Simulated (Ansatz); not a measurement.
**C2H5N (singlet): wave-function methods side by side, cc-pVQZ**

One table from this session's results is given with a row withheld; the runs are named, their logs left out.

Computed with Ansatz 0.2.0, Gaussian basis. Level: cc-pVQZ, core rule «outside noble gas», up to 3 orbitals frozen.

To be run: UHF; CCSD(T) on RHF; BCCD(T) on RHF.

14 further runs of the same task are left out: 1 that didn't finish, 13 set aside as unsound or not needed.

### What is computed

The geometry is an MP2(full)/6-31G* stationary point (not a proven minimum).

8 atoms, charge 0, spin multiplicity 1.

Atoms are counted from 1 here; the program's logs count them from 0.

Bond lengths: C1–N2 1.472 Å, C1–C3 1.479 Å, C1–H5 1.085 Å, C1–H7 1.087 Å, N2–C3 1.472 Å, N2–H4 1.020 Å, C3–H6 1.085 Å, C3–H8 1.087 Å. Angles: N2–C1–C3 59.8°, N2–C1–H5 114.6°, N2–C1–H7 118.9°, C3–C1–H5 119.9°, C3–C1–H7 118.0°, H5–C1–H7 114.7°, C1–N2–C3 60.3°, C1–N2–H4 109.5°, C3–N2–H4 109.5°, C1–C3–N2 59.8°, C1–C3–H6 119.9°, C1–C3–H8 118.0°, N2–C3–H6 114.6°, N2–C3–H8 118.9°, H6–C3–H8 114.7°.

Set-up of the first run:

Contents of in.yaml:

```yaml
crystal:
  periodic: [false, false, false]
  atoms:
    - {symbol: C, position_ang: [-0.021597, -0.428556, 0.739421]}
    - {symbol: N, position_ang: [-0.021597, 0.843959, 0.000000]}
    - {symbol: C, position_ang: [-0.021597, -0.428556, -0.739421]}
    - {symbol: H, position_ang: [0.919905, 1.237009, 0.000000]}
    - {symbol: H, position_ang: [-0.938808, -0.636156, 1.280047]}
    - {symbol: H, position_ang: [-0.938808, -0.636156, -1.280047]}
    - {symbol: H, position_ang: [0.886262, -0.739629, 1.249033]}
    - {symbol: H, position_ang: [0.886262, -0.739629, -1.249033]}
basis:
  gaussian: {orbitals: cc-pVQZ}
magnetization: {spin_polarized: true, initial_magnetization: 0}
hamiltonian: {xc: hf}
output: {orbitals: {seedname: orbitals}}
```

Command:

```sh
$ ansatz run in.yaml --threads 1 --pin off --events-out ev --progress --plain --max-ram 4096MiB --backend cpu
```

Among the steps run: UHF; CCSD(T) on RHF; BCCD(T) on RHF.

One of the session's tables, all rows but one given; the rest of the session is left out.

It belongs to the step «Misses and costs». 

| method | from RCCSD(T) (kcal/mol) |
| --- | --- |
| RHF | +396.14 |
| RMP2 | +27.42 |
| RCCSD | +16.52 |
| RCCSD(T) | 0 |
| BCCD(T) | ? |

Estimate the missing values for BCCD(T).

**Answer.** from RCCSD(T) (kcal/mol): -0.08. In the column «from RCCSD(T) (kcal/mol)» it is the lowest.

With the free atoms at the same levels and basis (separate runs), the atomisation energy is 30.815 eV at RCCSD(T), 22.006 eV at RHF.
